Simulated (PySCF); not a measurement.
# C2H6F2P2 ((CH3)2PPF2): the cost of one run

The runs use PySCF 2.14.0, with density-fitted response routines of our own; the level of theory stands in each step. All values are computed, except where a source is named. Atoms are numbered from 0 throughout.

## 1. Starting geometry

12 atoms, charge 0, multiplicity 1; geometry from: GFN2-xTB. The atoms were then displaced at random by about 0.01 Å, so the start is not that level's minimum.

Bonds of the start (Å): C0–P1 1.86, P1–C2 1.84, P1–P3 2.20, P3–F4 1.66, P3–F5 1.62, C0–H6 1.06, C0–H7 1.11, C0–H8 1.10, C2–H9 1.10, C2–H10 1.07, C2–H11 1.10.

## 2. Relaxing the molecule at PBE0-D3(BJ)/def2-SVP

The job: settings as JSON, then the geometry in Å.

```
{"job": {"xc": "PBE0", "basis": "def2-SVP", "d3": "d3bj", "grid": 1, "shake": 0.01, "kind": "geom"}, "charge": 0, "multiplicity": 1}
C     -0.533570    -1.362890    -0.688630
P     -0.155610    -0.327500     0.805460
C      1.531860     0.233150     0.314350
P     -1.092340     1.501960     0.010110
F     -2.647340     1.115120     0.431750
F     -0.867160     2.454180     1.301040
H      0.006760    -2.276010    -0.637570
H     -0.280010    -0.819670    -1.623240
H     -1.619360    -1.563400    -0.673740
H      1.863660     1.039750     0.992680
H      1.585940     0.572610    -0.701450
H      2.246860    -0.595580     0.460210
```

Command:

```sh
$ OMP_NUM_THREADS=1 python probes_run.py task.json out
```

The driver reads the jobs from task.json and runs them one after another.

**Question.** How long does this first job take on 1 thread of Arm Neoverse V1, shared host, and how much memory does it need?

About 28 s, with a peak of 0.51 GiB.
